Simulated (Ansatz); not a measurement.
AlBH$_{5}$N, SMILES `B[NH][AlH2]` at its PBE0-D4/def2-TZVP geometry, where that method's forces vanish. The species carries charge 0 and has multiplicity 1.

```xyz
8

B    -1.1924    0.6189   -0.4111
N    -0.3491   -0.0353    0.5004
Al    1.3305   -0.5752    0.1292
H    -2.3017    0.9497   -0.0948
H    -0.7806    0.8415   -1.5173
H    -0.7377   -0.2021    1.4192
H     1.9029   -0.2959   -1.3133
H     2.1280   -1.3016    1.2878
```

(1) What forces (eV/Å) does B3LYP-D4/def2-TZVPP give on these atoms in Ansatz? (Best estimate.)

## Answers

(1) The calculation gave: 
```
B1  -0.144  0.102 -0.128
N2   0.002 -0.011  0.027
Al3  0.164 -0.061 -0.012
H4   0.117 -0.032 -0.042
H5  -0.062 -0.018  0.121
H6   0.003 -0.004  0.008
H7  -0.034 -0.022  0.100
H8  -0.046  0.045 -0.074
```

B3LYP here is the variant with VWN-RPA as its local correlation; programs differ in this.
